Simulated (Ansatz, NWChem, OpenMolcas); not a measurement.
A ladder of methods for BH2ClO (SMILES OBCl)

BH2ClO has 5 atoms, charge 0, and is taken as a singlet. As SMILES, `OBCl`. The coordinates come from a PBE0-D4/def2-TZVP relaxation. This is one conformer, not always the lowest.

```xyz
5

O    -0.8633   -0.6186   -0.0029
B     0.3790   -0.1372    0.1379
Cl    0.7886    1.4960   -0.3953
H    -1.4777    0.0012   -0.4097
H     1.2233   -0.8151    0.6286
```

Quantity: the energy change with the B2–H5 bond stretched from 1.189 to 1.783 Å, in eV. The values are calculated.

| level | kind | program | value (eV) | CPU time (all runs) |
| --- | --- | --- | --- | --- |
| BLYP/def2-SVPD (restricted) | GGA | Ansatz | 1.71 | 7.3 s |
| PBE/def2-SVPD (restricted) | GGA | OpenMolcas | 1.71 | 42 s |
| revPBE/def2-SVPD (restricted) | GGA | Ansatz | 1.70 | 6.9 s |
| PBE0/def2-SVPD (restricted) | global hybrid | NWChem | 1.86 | 39 s |
| BHLYP/def2-SVPD (restricted) | global hybrid | OpenMolcas | 2.01 | 38 s |
| wB97M-V/def2-SVPD (restricted) | range-separated hybrid | Ansatz | 1.89 | 61 s |
| B2PLYP/def2-SVPD (restricted) | double hybrid | OpenMolcas | 1.90 | 35 s |
| PBE-QIDH/def2-SVPD (restricted) | double hybrid | Ansatz | 1.98 | 11 s |

The first shape isn't each level's own minimum. The values span 1.70 to 2.01 eV. CPU times are rough (shared hosts, several kinds of processor and program).
